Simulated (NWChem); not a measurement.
Molecule: C2H3F; SMILES FC=C

Computed with NWChem. The geometry was optimised at PBE0/def2-SVP. Gas-phase geometry, NWChem's default radii.

COSMO at M06-2X/def2-SVP gives an electrostatic solvation energy of -0.71 kcal/mol for ε = 1.5. Its surface charges are scaled by f = (ε − 1)/ε.

**Question.** Estimate the value for ε = 78.4 from the scaling alone and compare it with a run.

**Answer.** 
1. f = 0.3333 and 0.9872; their ratio is 2.962.
2. With a rigid solute density the energy is proportional to f: -0.71 × 2.962 = -2.10 kcal/mol.
3. The run gives -2.24 kcal/mol, 0.14 lower; the difference is the response of the solute's density to the stronger field.
